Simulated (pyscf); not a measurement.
Elementary routes open to :N–F [triplet] + F–SiH₂–F in the gas phase (triplet surface):
A. •HN–F + F–SiH•–F (H–Si broken; H–N formed)
B. F–N•–SiH(F)–F + H atom (H•) (H–Si broken; N–Si formed)

Optimised with ωB97X-D3(BJ)/def2-SVP in PySCF.

Q: Rank the routes by free-energy barrier at 600 K, lowest first, for ωB97M-D3(BJ)/def2-TZVP energies (ideal gas, 1 atm, RRHO with modes under 100 cm⁻¹ raised to 100, one conformer, R ln 2 for chiral ones without a mode under 150 cm⁻¹).

A: A (41.0 kcal/mol), B (59.3 kcal/mol)

Route A is the fastest of these, ahead of the next by 18.2 kcal/mol. The most stable products are those of A (ΔG = +18.5 kcal/mol), so kinetics and thermodynamics agree. At 1200 K A is still the fastest. Only these routes are compared; each barrier is that of the saddle found, and lower ones may exist.
